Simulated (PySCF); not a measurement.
Molecule: SMILES N(=O)O, HNO$_{2}$.

Mapped SMILES: `[O:1]=[N:2][OH:3]` (H(Xn): hydrogen on atom n).

Spin–spin couplings on one PBE0-D3(BJ)/def2-SVP geometry, PySCF, gas phase, non-relativistic, equivalent pairs averaged; isotopes 17O, 15N, 1H; basis pcJ-1.

Task: How do the couplings (Hz) change with the functional? Times are CPU seconds on shared hosts with different chips, so compare them loosely; the GGAs took longer than the global hybrids here, which isn't the general rule, and the cause wasn't traced.

Result: 
| functional | functions | 1J(O1,N2) | 1J(N2,O3) | 1J(O3,H(O3)) | 2J(O1,O3) | 2J(N2,H(O3)) | 3J(O1,H(O3)) | core-s |
| --- | --- | --- | --- | --- | --- | --- | --- | --- |
| LDA | 91 | -54.4 | -44.0 | -35.6 | -21.7 | -3.3 | 2.5 | 2.5 |
| PBE | 91 | -52.6 | -43.5 | -34.4 | -19.0 | -3.9 | 2.4 | 5.1 |
| KT2 | 91 | -51.3 | -41.7 | -34.0 | -17.3 | -4.6 | 2.4 | 5.3 |
| B3LYP | 91 | -53.8 | -46.4 | -49.6 | -17.7 | -2.6 | 3.5 | 2.5 |
| PBE0 | 91 | -53.4 | -46.1 | -48.0 | -17.6 | -2.2 | 3.8 | 4.6 |
| B97-2 | 91 | -51.2 | -44.7 | -49.6 | -17.6 | -2.2 | 3.6 | 4.2 |
| BHandHLYP | 91 | -51.7 | -48.2 | -67.7 | -13.8 | -1.5 | 5.5 | 4.9 |
| CAM-B3LYP | 91 | -55.0 | -47.5 | -52.5 | -18.2 | -1.9 | 3.8 | 6.5 | Left out for a near triplet instability: HF/pcJ-1.
